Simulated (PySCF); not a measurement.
SMILES CCCCl (C₃H₇Cl) (GFN2-xTB optimised geometry):

```
11

C      1.402    -0.494     0.000
C     -0.121    -0.494     0.000
C     -0.697     0.912     0.000
Cl    -0.316     1.763    -1.524
H      1.779     0.022    -0.879
H      1.780    -1.513    -0.009
H      1.784     0.009     0.886
H     -0.490    -1.034    -0.874
H     -0.491    -1.004     0.893
H     -1.784     0.897     0.080
H     -0.275     1.513     0.805
```

Computed with PySCF with PBE0/def2-TZVP.

Question: What are the frontier orbital energies and the dipole moment?

Answer: HOMO-2 -9.75 eV, HOMO-1 -8.32 eV, HOMO -8.27 eV, LUMO 0.95 eV, LUMO+1 1.44 eV; dipole moment 2.03 D.

On the same geometry PBE/def2-TZVP (PySCF 2.14.0) gives HOMO-2 -8.32 eV, HOMO-1 -6.92 eV, HOMO -6.85 eV, LUMO -0.10 eV, LUMO+1 0.56 eV; dipole moment 1.94 D.

Meta-Löwdin charges at PBE0/def2-TZVP: C1 -0.35, C2 -0.19, C3 -0.16, Cl4 -0.14, H5 0.12, H6 0.12, H7 0.11, H8 0.12, H9 0.11, H10 0.13, H11 0.13.
